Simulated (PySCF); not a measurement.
**Phosphorus: a sound run and one with changed settings**

Sound run: P [Ne] 3s2 3p3, P⁺ [Ne] 3s2 3p2. All numbers are calculated (PySCF 2.14, no relativity, point nucleus, in cc-pV(T+d)Z). In the sound run the correlated levels freeze [Ne]. The sound run starts from symmetry-adapted Hartree-Fock orbitals and uses a fine grid where one is needed.

Changed run: the spin-free X2C one-electron Hamiltonian (Gaussian nucleus). This setting is unsound on purpose.

| species | method | sound run (hartree) | changed run (hartree) | converged |
| --- | --- | --- | --- | --- |
| P | UHF | -340.71631 | -341.44519 | yes |
| P | LDA | -339.99464 | -340.72196 | yes |
| P | PBE | -341.10768 | -341.83555 | yes |
| P | MP2 | -340.79974 | -341.52863 | yes |
| P | CCSD(T) | -340.82157 | -341.55042 | yes |
| P⁺ | UHF | -340.35204 | -341.08132 | yes |
| P⁺ | LDA | -339.60580 | -340.33355 | yes |
| P⁺ | PBE | -340.72238 | -341.45068 | yes |
| P⁺ | MP2 | -340.41454 | -341.14383 | yes |
| P⁺ | CCSD(T) | -340.43727 | -341.16647 | yes |

Ionisation energy of P:

| method | sound run (eV) | changed run (eV) |
| --- | --- | --- |
| UHF | 9.912 | 9.901 |
| LDA | 10.581 | 10.569 |
| PBE | 10.485 | 10.473 |
| MP2 | 10.482 | 10.471 |
| SCS-MP2 | 10.307 | 10.297 |
| CCSD | 10.416 | 10.406 |
| CCSD(T) | 10.458 | 10.448 |

Most of the change in total energy is the relativistic energy itself. On top of that the contraction fixes the core shape for the Hamiltonian it was made with, so the changed run is not a good calculation with the other Hamiltonian either.

For comparison, NIST gives 10.487 eV between the lowest levels.
